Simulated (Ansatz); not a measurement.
# C6H8: a ladder of functionals and wavefunction methods

One table from this session's results is given with a row withheld; the runs are named, their logs left out.

Method: functionals in def2-TZVPP, the program's frozen cores in correlated methods; program: Ansatz 0.2.0, Gaussian basis.

The runs, in order: LDA (SPW92), PBE-D4, revPBE-D4, BLYP-D4, r2SCAN-D4, B97M-V, PBE0-D4, B3LYP-D4, r2SCANh-D4, r2SCAN0-D4, HSE06-D4, BHLYP-D4, CAM-B3LYP-D4, LC-ωPBE, ωB97X-V, ωB97M-V, B2PLYP, PBE-QIDH; CCSD(T)/def2-SVP; CCSD(T)/def2-TZVPP; MP2/def2-QZVPP; extrapolation to the limit; RPA on PBE.

### The geometry

All runs share one geometry, relaxed beforehand with PBE0-D4 in a triple-zeta def2 set.

14 atoms, charge 0, spin multiplicity 1.

Atoms are counted from 1 here; the program's logs count them from 0.

Bond lengths: C1–C2 1.591 Å, C1–C4 1.520 Å, C1–H7 1.093 Å, C1–H8 1.093 Å, C2–C3 1.520 Å, C2–H9 1.093 Å, C2–H10 1.093 Å, C3–C4 1.314 Å, C3–C6 1.520 Å, C4–C5 1.520 Å, C5–C6 1.591 Å, C5–H11 1.093 Å, C5–H12 1.093 Å, C6–H13 1.093 Å, C6–H14 1.093 Å. Angles: C2–C1–C4 84.8°, C2–C1–H7 114.4°, C2–C1–H8 114.4°, C4–C1–H7 116.6°, C4–C1–H8 116.6°, H7–C1–H8 108.7°, C1–C2–C3 84.8°, C1–C2–H9 114.4°, C1–C2–H10 114.4°, C3–C2–H9 116.6°, C3–C2–H10 116.6°, H9–C2–H10 108.7°, C2–C3–C4 95.2°, C2–C3–C6 169.5°, C4–C3–C6 95.2°, C1–C4–C3 95.2°, C1–C4–C5 169.5°, C3–C4–C5 95.2° and more.

Set-up of the first run:

in.yaml reads:

```yaml
crystal:
  periodic: [false, false, false]
  atoms:
    - {symbol: C, position_ang: [-0.218878, 1.071993, 1.314501]}
    - {symbol: C, position_ang: [0.805465, -0.130781, 1.503037]}
    - {symbol: C, position_ang: [0.422977, -0.496464, 0.077787]}
    - {symbol: C, position_ang: [-0.422829, 0.496579, -0.077857]}
    - {symbol: C, position_ang: [-0.805460, 0.130783, -1.503040]}
    - {symbol: C, position_ang: [0.218901, -1.071976, -1.314512]}
    - {symbol: H, position_ang: [-1.079539, 1.041252, 1.988212]}
    - {symbol: H, position_ang: [0.235558, 2.064810, 1.372591]}
    - {symbol: H, position_ang: [1.840696, 0.180067, 1.668077]}
    - {symbol: H, position_ang: [0.525541, -0.843473, 2.283606]}
    - {symbol: H, position_ang: [-1.840703, -0.180121, -1.667906]}
    - {symbol: H, position_ang: [-0.525674, 0.843413, -2.283713]}
    - {symbol: H, position_ang: [-0.235559, -2.064789, -1.372487]}
    - {symbol: H, position_ang: [1.079505, -1.041304, -1.988299]}
basis:
  gaussian: {orbitals: def2-TZVPP}
hamiltonian: {xc: lda}
output: {orbitals: {seedname: orbitals}}
```

Launch:

```sh
ansatz run in.yaml --threads 4 --pin off --events-out ev --progress --plain --max-ram 10444MiB
```

Among the steps run: LDA; PBE-D4 (GGA); revPBE-D4 (GGA); BLYP-D4 (GGA); r2SCAN-D4 (meta-GGA); B97M-V (meta-GGA); B3LYP-D4 (hybrid); r2SCANh-D4 (hybrid); r2SCAN0-D4 (hybrid); HSE06-D4 (hybrid); BHLYP-D4 (hybrid); CAM-B3LYP-D4 (range-separated); LC-ωPBE (range-separated); ωB97X-V (range-separated); ωB97M-V (range-separated); B2PLYP (double hybrid); PBE-QIDH (double hybrid).

One table of the session follows, with a row left open; its other results are not shown here.

It belongs to the step «Frontier levels by functional». 

```
  functional  HOMO (eV)  LUMO (eV)  gap (eV)
 LDA (SPW92)      -5.70      -0.13      5.57
      PBE-D4      -5.58       0.05      5.63
   revPBE-D4      -5.53       0.13      5.65
     BLYP-D4      -5.42       0.18      5.60
   r2SCAN-D4      -5.71       0.32      6.03
      B97M-V      -5.75       0.39      6.14
     PBE0-D4      -6.65       1.12      7.78
    B3LYP-D4      -6.44       0.88      7.32
  r2SCANh-D4      -6.13       0.70      6.83
  r2SCAN0-D4      -6.75       1.27      8.03
    HSE06-D4      -6.26       0.74      6.99
    BHLYP-D4      -7.58       1.95      9.53
CAM-B3LYP-D4      -7.93       2.11     10.04
     LC-ωPBE      -9.28       3.43     12.71
     ωB97X-V      -8.92       3.21     12.13
     ωB97M-V          ?          ?         ?
```

**Question.** Estimate the row for ωB97M-V.

As computed: HOMO (eV): -8.84; LUMO (eV): 2.80; gap (eV): 11.64. In the column «HOMO (eV)» it lies between ωB97X-V (-8.92) and CAM-B3LYP-D4 (-7.93).
